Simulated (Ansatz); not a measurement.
# BH2O (SMILES B[O]): UCCSD(T)/def2-TZVPPD

Aim: the energy change on altering one bond length of BH2O at UCCSD(T)/def2-TZVPPD, from 2 runs. 

The results are computed with Ansatz 0.2.0.

30 further runs of the same task are left out: 30 set aside as unsound or not needed.

### 1 Starting point

The species is BH2O (4 atoms), meant as a doublet with charge 0. As SMILES, `B[O]`. The shape is that of a PBE0-D4/def2-TZVP optimisation.

Bond lengths: B1–O2 1.281 Å, B1–H3 1.211 Å, B1–H4 1.211 Å. Angles: O2–B1–H3 119.9°, O2–B1–H4 119.9°, H3–B1–H4 120.2°.

### 2 A single-point energy at UCCSD(T)/def2-TZVPPD

The input, run.yaml:

```yaml
crystal:
  periodic: [false, false, false]
  atoms:
    - {symbol: B, position_ang: [-0.001100, -0.010300, -0.015100]}
    - {symbol: O, position_ang: [1.025300, -0.340800, 0.676900]}
    - {symbol: H, position_ang: [-1.052600, -0.587700, 0.151600]}
    - {symbol: H, position_ang: [0.083900, 0.878500, -0.833600]}
basis:
  gaussian: {orbitals: def2-TZVPPD.json}
magnetization: {spin_polarized: true, initial_magnetization: 1}
correlation: {method: ccsd_t, frozen_orbitals: {B: 1, H: 0, O: 1}}
accuracy: high
scf: {omitted_lower_state_checks: [cluster_reference, increment]}
```

The basis set def2-TZVPPD is read from a file made from the Basis Set Exchange's data (not shown).

On the command line:

```bash
ansatz run run.yaml --threads 1 --pin off --max-ram 3480MiB --events-out events.jsonl --progress --plain --runs-dir runs
```

The log of the run, shortened:

```text
Warning: RAYON_NUM_THREADS=1 ignored (pool sized by the plan → 1); use --threads N
Functional definition: HF
  name "HF"
[...]
1707 factors; integrals over basis functions are off by at most 3.6e-9 eV
[...]
mean field -2741.37695089 eV, -100.7437447732 hartree, gradient 1.8e-8 eV, S^2 0.768180; 5 other end points of the search recorded, 0 dependent functions left out
2 core orbitals not correlated: weight in the atoms' cores, before any rotation towards them, 1.000 or more for the frozen orbitals, at most 0.000 for the correlated occupied ones
reference -2741.37695089 eV, -100.7437447732 hartree; 6, 5 occupied and 103, 104 virtual orbitals, 1707 factors
second order -8.03611734 eV of doubles, -0.00000000 eV of singles
cycle   1  -8.44003942 eV  change   -4.0e-1 eV  update   8.2e-2
[...]
cycle  26  -8.86530422 eV  change  -2.6e-10 eV  update  8.7e-10
perturbative correction -0.31095251 eV, -0.0114272941 hartree
Total energy: -2750.55320763 eV, -101.0809659884 hartree
Checks for a lower state left out: cluster_reference, increment
```

Run time: 25 s. Hardware: 1 thread of Arm Neoverse V2, shared host; peak memory 1.4 GiB.

### 3 The distorted shape, same level

The input, in.yaml:

```yaml
crystal:
  periodic: [false, false, false]
  atoms:
    - {symbol: B, position_ang: [0.524656, 0.278404, -0.098451]}
    - {symbol: O, position_ang: [1.551056, -0.052096, 0.593549]}
    - {symbol: H, position_ang: [-1.052600, -0.587700, 0.151600]}
    - {symbol: H, position_ang: [0.609656, 1.167204, -0.916951]}
basis:
  gaussian: {orbitals: def2-TZVPPD.json}
magnetization: {spin_polarized: true, initial_magnetization: 1}
correlation: {method: ccsd_t, frozen_orbitals: {B: 1, H: 0, O: 1}}
accuracy: high
scf: {omitted_lower_state_checks: [cluster_reference, increment]}
```

The basis set def2-TZVPPD is read from a file made from the Basis Set Exchange's data (not shown).

On the command line:

```bash
ansatz run in.yaml --threads 1 --pin off --max-ram 3480MiB --events-out events.jsonl --progress --plain --runs-dir runs
```

The log of the run, shortened:

```text
Warning: RAYON_NUM_THREADS=1 ignored (pool sized by the plan → 1); use --threads N
[... 2 set-up lines as earlier in the session ...]
[...]
1709 factors; integrals over basis functions are off by at most 3.5e-9 eV
[...]
mean field -2739.56793733 eV, -100.6772647511 hartree, gradient 1.9e-8 eV, S^2 0.947762; 7 other end points of the search recorded, 0 dependent functions left out
2 core orbitals not correlated: weight in the atoms' cores, before any rotation towards them, 1.000 or more for the frozen orbitals, at most 0.000 for the correlated occupied ones
reference -2739.56793733 eV, -100.6772647511 hartree; 6, 5 occupied and 103, 104 virtual orbitals, 1709 factors
second order -8.17291412 eV of doubles, -0.00000000 eV of singles
cycle   1  -8.48280425 eV  change   -3.1e-1 eV  update   1.1e-1
[...]
cycle  30  -9.21227172 eV  change  -3.7e-10 eV  update  3.0e-10
perturbative correction -0.39486859 eV, -0.0145111530 hartree
Total energy: -2749.17507764 eV, -101.0303206454 hartree
Checks for a lower state left out: cluster_reference, increment
```

Wall time 27 s (1 thread of Arm Neoverse V2, shared host); peak memory 1.4 GiB.

### 4 Outcome

At UCCSD(T)/def2-TZVPPD, 2 core orbitals frozen:

| quantity | value |
| --- | --- |
| first shape: total energy | -101.08097 Eh |
| first shape: correlation energy (2 core orbitals frozen) | -337.2 mEh |
| first shape: (T) correction | -11.43 mEh |
| first shape: ⟨S²⟩ of the reference determinant | 0.768 |
| first shape: T1 diagnostic | 0.041 |
| distorted shape: total energy | -101.03032 Eh |
| distorted shape: correlation energy (2 core orbitals frozen) | -353.1 mEh |
| distorted shape: (T) correction | -14.51 mEh |
| distorted shape: ⟨S²⟩ of the reference determinant | 0.948 |
| distorted shape: T1 diagnostic | 0.063 |
| energy change with the B1–H3 bond stretched from 1.211 to 1.817 Å | 1.378 eV |

**Reading.** With the B1–H3 bond stretched from 1.211 to 1.817 Å the energy rises by 1.38 eV (133 kJ/mol). The first shape isn't relaxed at this level, so the change isn't measured from a minimum. The triples (first shape) make up 3.4 % of the correlation energy. ⟨S²⟩ (distorted shape) is 0.95 where a pure doublet has 0.75: the reference is spin-contaminated. The T1 diagnostic (distorted shape) of 0.063 is above the customary mark for such species, so a single reference may not serve. The triples (distorted shape) make up 4.1 % of the correlation energy.
